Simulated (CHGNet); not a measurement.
Grey tin (α-Sn)

Calculation: the machine-learned potential CHGNet-r²SCAN (trained on r²SCAN data).

Cell (relaxed at this level):

```cif
data_Sn8
_chemical_formula_sum 'Sn8'
_space_group_name_H-M_alt 'Fd-3m :1'
_space_group_IT_number 227
_space_group_name_Hall 'F 4d 2 3 -1d'
_cell_length_a 6.59014
_cell_length_b 6.59014
_cell_length_c 6.59014
_cell_angle_alpha 90.000
_cell_angle_beta 90.000
_cell_angle_gamma 90.000
loop_
_atom_site_label
_atom_site_type_symbol
_atom_site_symmetry_multiplicity
_atom_site_Wyckoff_symbol
_atom_site_fract_x
_atom_site_fract_y
_atom_site_fract_z
_atom_site_occupancy
Sn1 Sn 8 a 0.00000 0.00000 0.00000 1
```
(The calculation used a cell of 2 atoms; values per cell refer to that cell.)

```json
{
  "lattice_constant_a": "6.590 Å",
  "volume_per_atom": "35.78 Å³/atom"
}
```

Measured, for comparison: lattice constant a 6.477 Å, equilibrium volume per atom 33.97 Å³/atom (static lattice: zero-point anharmonic expansion removed; as tabulated in Mejia-Rodriguez and Trickey (2018), arXiv:1807.09216). Computed (rounded) less measured: lattice constant a +1.7 %, equilibrium volume per atom +5.3 %.

A machine-learned potential is trained on density-functional data: it inherits that level's misses and adds fitting errors of its own.

Note: the model gives imaginary modes for this phase (in the spectrum interpolated from a supercell); the model's elastic tensor is not positive definite here.
